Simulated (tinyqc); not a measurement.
Inside a calculation. Method: geometry optimisation on the RHF/sto-3g surface (energies and gradients from PySCF), for CH2, spin multiplicity 1. One step of it, computed by the program tinyqc.

Problem. Step 1: move. Steepest descent, p = -g / 0.15; steps longer than 0.5 bohr are cut back (factor 0.992 here).

positions at the start (bohr):
```
            x          y          z
1C  -0.047243  -0.041574  -0.026456
2H   0.126612   1.833034   1.118718
3H  -0.034015  -1.955867   1.099821
```

gradient (hartree/bohr):
```
              x            y            z
1C   0.00124718   0.00489371   0.01253662
2H   0.00145822   0.04966318  -0.00754095
3H  -0.00270540  -0.05455689  -0.00499567
```

Give: positions after step 1.

Solution.

positions after step 1 (bohr):
```
         x       y       z
1C  -0.055  -0.074  -0.109
2H   0.117   1.505   1.169
3H  -0.016  -1.595   1.133
```
